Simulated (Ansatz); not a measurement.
# CdSb2Se3Br2 (C2/m, No. 12)

All values below come from LDA (PAW; Ansatz, an electronic-structure program).

Run with plane-wave cutoff 520 eV, 8×8×4 k mesh (along the axes of the cell as run), Fermi–Dirac smearing 0.01 eV, scalar-relativistic PAW data made under PBE.

Cell: measured lattice: a = 20.998 Å, b = 4.026 Å, c = 12.149 Å, α = 90.00°, β = 119.00°, γ = 90.00°.

```yaml
band_gap: 0.95 eV
smallest_direct_gap_on_the_k_points_sampled: 0.99 eV
"Γ–Γ gap": 1.36 eV
```

Note: cell and atoms aren't relaxed at this level (pressure -1.7 GPa).

Spin–orbit coupling is not included; with these elements it can move the gap by several tenths of an eV or more.

Computed values are for the static lattice.
